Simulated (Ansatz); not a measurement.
Relaxation of CH6AlF (9 atoms, charge 0, multiplicity 1), to a largest force component of 0.03 eV/Å in at most 50 steps.

These are results of Ansatz, RKS r2SCAN-D4/6-31G*, not measurements.

```xyz
9
Properties=species:S:1:pos:R:3
Al 0.006 -0.234 -0.006
F 0.036 -0.341 1.671
C 1.690 -0.089 -0.953
H 2.118 -1.055 -1.248
H 1.572 0.501 -1.872
H 2.443 0.410 -0.329
H -1.432 -0.227 -0.672
H 0.093 2.353 0.948
H 0.056 1.765 1.347
```

Question: Where does it end, and by what steps?

Answer: It converged. The force dipped under the threshold on the way, but the program's further checks kept it going. After 13 steps the energy has fallen by 0.072 eV; F2 moved furthest, 0.32 Å.

```
step  energy less start (eV)  largest force component (eV/Å)  accepted
   0                  0.0000                           1.142       yes
   1                 -0.0502                           0.610       yes
   2                 -0.0589                           0.597       yes
   3                 -0.0629                           0.540       yes
   4                 -0.0657                           0.411       yes
   5                 -0.0686                           0.208       yes
   6                 -0.0704                           0.062       yes
   7                 -0.0707                           0.056       yes
   8                 -0.0688                           0.406        no
   9                 -0.0717                           0.016       yes
  10                 -0.0719                           0.144       yes
  11                 -0.0722                           0.044       yes
  12                 -0.0723                           0.051       yes
  13                 -0.0724                           0.011       yes
```

```xyz
9
Properties=species:S:1:pos:R:3
Al 0.024 -0.272 0.063
F 0.068 -0.654 1.681
C 1.695 -0.060 -0.913
H 2.017 -1.011 -1.360
H 1.589 0.654 -1.741
H 2.518 0.282 -0.273
H -1.425 -0.186 -0.585
H 0.075 2.332 0.675
H 0.020 1.998 1.338
```

The run took 46 s on 1 thread of Arm Neoverse V2 (shared host), peak memory 0.14 GiB.
